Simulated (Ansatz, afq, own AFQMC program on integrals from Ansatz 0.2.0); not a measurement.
**BH3 + S, triplet in cc-pVTZ along one coordinate**

```yaml
atoms:
  - { symbol: B, position_ang: [-2.2704, 0.0000, 0.0000] }
  - { symbol: H, position_ang: [-2.8671, 1.0336, 0.0000] }
  - { symbol: H, position_ang: [-2.8671, -1.0336, 0.0000] }
  - { symbol: H, position_ang: [-1.0769, 0.0000, 0.0000] }
  - { symbol: S, position_ang: [0.9796, 0.0000, 0.0000] }
```

A hydrogen atom is moved from one rigid fragment to the other; the B1–H4 distance tells how far. The two fragments are held close together, so this isn't a minimum-energy path and the start is a compressed complex. Energies in eV count from this geometry (1.194 Å) at the same level; the start stands on UHF, each point on the determinant named.

Basis cc-pVTZ. Noble-gas cores (and the filled d shells of Ga–Kr and In–Xe) are frozen. Integrals, coupled cluster, full CI and functionals: Ansatz 0.2.0; the random walks run on the same integrals in our own AFQMC program. ph-AFQMC/CISD is guided by a CISD state made of CCSD amplitudes; releasing the constraint for a short imaginary time cuts its bias at the price of noise, slowly where states lie close. ± is one standard error of the sampling.

Cautions, each for one point or more: lower spins were not checked; unrestricted determinant slightly spin contaminated.

```csv
r(B1–H4) / Å,det.,T1,weight,⟨S²⟩,wB97M-V,PBE,CCSD(T)
1.387,UHF,0.013,0.87,2.03,0.329,0.163,0.348
1.483,UHF,0.015,0.87,2.04,0.567,0.322,0.598
1.580,UHF,0.017,0.86,2.06,0.762,0.463,0.804
1.677,UHF,0.017,0.86,2.05,0.867,0.557,0.916
1.870,UHF,0.013,0.87,2.02,0.921,0.703,0.962
```

(1) Estimate the curve of phaseless AFQMC with a CISD trial, counted from the same start.

Answers

(1) 
| r(B1–H4) / Å | det. | T1 | weight | ⟨S²⟩ | ph-AFQMC/CISD |
| --- | --- | --- | --- | --- | --- |
| 1.387 | UHF | 0.013 | 0.87 | 2.03 | 0.347 ± 0.008 |
| 1.483 | UHF | 0.015 | 0.87 | 2.04 | 0.595 ± 0.008 |
| 1.580 | UHF | 0.017 | 0.86 | 2.06 | 0.788 ± 0.008 |
| 1.677 | UHF | 0.017 | 0.86 | 2.05 | 0.904 ± 0.008 |
| 1.870 | UHF | 0.013 | 0.87 | 2.02 | 0.956 ± 0.008 |

Weight is that of the determinant in the CISD state; at the start T1 is 0.011 and the weight 0.88, and ⟨S²⟩ is 2.01. Largest departures from phaseless AFQMC with a CISD trial: CCSD(T) 0.016 eV at 1.580 (on UHF), wB97M-V -0.037 eV at 1.677, PBE -0.347 eV at 1.677. The walk's constraint bias lies outside its error bars, so these are departures and not errors. Functionals count only at points shown to share the start's state and spin.

A walk keeps the symmetry of its determinant, which the program's search chose and which needn't be the lowest solution, so a lower state of the same spin and another symmetry isn't excluded.
